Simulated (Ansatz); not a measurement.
Geometry optimisation, RKS r2SCAN-D4/def2-SVP (Ansatz 0.2.0).

input.yaml

```yaml
crystal:
  periodic: [false, false, false]
  atoms:
    - { symbol: Al, position_ang: [-0.965928, -0.365125, 0.417922] }
    - { symbol: S, position_ang: [0.419992, -0.299156, 2.175081] }
    - { symbol: C, position_ang: [0.167305, 0.258211, -1.01882] }
    - { symbol: H, position_ang: [0.994729, 0.46014, -0.338976] }
    - { symbol: H, position_ang: [-2.475061, -0.791177, 0.622761] }
    - { symbol: H, position_ang: [1.515693, 0.001506, 1.445733] }
    - { symbol: H, position_ang: [-0.140934, 1.193479, -1.511338] }
    - { symbol: H, position_ang: [0.484304, -0.457779, -1.792462] }
basis:
  gaussian: { orbitals: def2-SVP }
hamiltonian:
  xc: r2scan
  dispersion: d4
relax:
  f_tol: 0.03
  max_steps: 50
```

Launched with:

```bash
$ ansatz run input.yaml --threads 2 --pin off --max-ram 3072MiB --backend cpu --events-out ev --progress --plain --runs-dir out
```

Q: Where does it end, and by what steps?

A: The forces met the threshold. After 7 steps the energy has fallen by 0.359 eV; H4 moved furthest, 0.64 Å.

| step | energy less start (eV) | largest force component (eV/Å) | accepted |
| --- | --- | --- | --- |
| 0 | 0.0000 | 0.628 | yes |
| 1 | -0.2030 | 0.467 | yes |
| 2 | -0.2833 | 0.418 | yes |
| 3 | -0.3417 | 0.367 | yes |
| 4 | -0.3558 | 0.130 | yes |
| 5 | -0.3538 | 0.133 | no |
| 6 | -0.3524 | 0.374 | no |
| 7 | -0.3589 | 0.021 | yes |

```xyz
8
Properties=species:S:1:pos:R:3
Al -0.747 -0.315 0.498
S 0.261 -0.479 2.440
C 0.192 0.301 -1.097
H 1.231 0.619 -0.913
H -2.277 -0.732 0.514
H 1.457 -0.044 1.982
H -0.339 1.149 -1.564
H 0.222 -0.498 -1.860
```

The run took 16 s on 2 threads of Intel(R) Xeon(R) Platinum 8259CL CPU @ 2.50GHz (Skylake/Cascade Lake), with other jobs on the host, peak memory 0.17 GiB.
